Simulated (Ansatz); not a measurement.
**Mg₂− (quartet): wave-function methods side by side at distance Mg1–Mg2 = 5.028 Å, aug-cc-pVDZ**

How much of the correlation energy of Mg₂− (quartet) does each wave-function method recover here?

Program: Ansatz 0.2.0, Gaussian basis. Level of theory: aug-cc-pVDZ, core rule «outside noble gas», up to 10 orbitals frozen. These are calculated values, not measurements.

The runs, in order: UHF; CCSD(T) on ROHF; CCSD(T) on UHF; BCCD(T) on ROHF; CISD; CCSDT(Q) on ROHF; CCSDT(Q) on UHF; CASSCF and MRCISD+Q, 5 electrons in 5 orbitals; CASSCF and NEVPT2, 5 electrons in 5 orbitals.

36 further runs of the same task are left out: 12 for a known fault of the program, 23 that didn't finish, 1 set aside as unsound or not needed.

### 1 The geometry

The geometry derives from a PBE0/def2-TZVPD stationary point (not a proven minimum). One bond is set to the value named and the two fragments are kept rigid.

2 atoms, charge -1, spin multiplicity 4.

Atoms are counted from 1 here; the program's logs count them from 0.

No contacts short enough for the rule that draws bonds.

### 2 UHF

Contents of in.yaml:

```yaml
crystal:
  periodic: [false, false, false]
  atoms:
    - {symbol: Mg, position_ang: [0.000000, 0.000000, 0.000000]}
    - {symbol: Mg, position_ang: [0.000000, 0.000000, 5.028000]}
basis:
  gaussian: {orbitals: aug-cc-pVDZ}
total_charge: -1
magnetization: {spin_polarized: true, initial_magnetization: 3}
hamiltonian: {xc: hf}
output: {orbitals: {seedname: orbitals}}
```

Run with:

```
> ansatz run in.yaml --threads 1 --pin off --events-out ev --progress --plain --max-ram 2393MiB
```

After this run come: CCSD(T) on ROHF; CCSD(T) on UHF; BCCD(T) on ROHF; CISD; CCSDT(Q) on ROHF; CCSDT(Q) on UHF; CASSCF and MRCISD+Q, 5 electrons in 5 orbitals; CASSCF and NEVPT2, 5 electrons in 5 orbitals.

**Question.** What will the summary of the whole plan be? Wanted: UCCSDT(Q) below the RHF energy; RMP2 from UCCSDT(Q); UMP2 from UCCSDT(Q); RCCSD from UCCSDT(Q); RCCSD(T) from UCCSDT(Q); UCCSD(T) from UCCSDT(Q); RCCSDT(Q) from UCCSDT(Q); NEVPT2 pair from UCCSDT(Q); MRCISD+Q pair from UCCSDT(Q).

**Answer**, as computed:

```
                         quantity                                                                  value
   UCCSDT(Q) below the RHF energy                                                             -1.4033 eV
              RMP2 from UCCSDT(Q)                                                        +12.27 kcal/mol
              UMP2 from UCCSDT(Q)                                                        +12.36 kcal/mol
             RCCSD from UCCSDT(Q)                                                         +1.43 kcal/mol
          RCCSD(T) from UCCSDT(Q)                                                         +0.75 kcal/mol
          UCCSD(T) from UCCSDT(Q)                                                         +0.72 kcal/mol
         RCCSDT(Q) from UCCSDT(Q)                                                         +0.03 kcal/mol
       NEVPT2 pair from UCCSDT(Q)                                                        +13.63 kcal/mol
     MRCISD+Q pair from UCCSDT(Q)                                                         +0.50 kcal/mol
levels within 1 kcal/mol (43 meV)  RCCSD(T), UCCSD(T), BCCD(T), RCCSDT, UCCSDT, RCCSDT(Q), MRCISD+Q pair
                    T1 diagnostic                                                                  0.037
```

In words: RCCSD(T) lands +0.75 kcal/mol from the yardstick (2.3 % of the correlation energy). Of the multireference levels listed MRCISD+Q pair comes nearest in total energy (+0.50 kcal/mol), which doesn't show that its space is the better one. These misses are within one basis, not against nature; the frozen cores of restricted and unrestricted runs differ, which can shift their rows.
